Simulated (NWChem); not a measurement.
# dichloromethane (CH₂Cl₂); SMILES ClCCl

Program: NWChem. Pople sets run with spherical d functions. All runs use the structure optimised with PBE-D3(BJ)/def2-SVP. Ions are spin-unrestricted doublets at the neutral geometry; other ion states weren't tried. Functional: LC-ωPBE (HJS hole) with 6-31G*; rows give the range parameter ω in 1/bohr.

For range parameter (1/bohr) 0.60:

```
Quantity                               Result
-------------------------------------  ------
vertical ionisation energy, ΔSCF (eV)   12.20
−ε(HOMO) (eV)                           12.42
```

How do the values read with range parameter (1/bohr) 0.20 instead?


| Property | Result |
|---|---|
| vertical ionisation energy, ΔSCF (eV) | 11.00 |
| −ε(HOMO) (eV) | 9.97 |
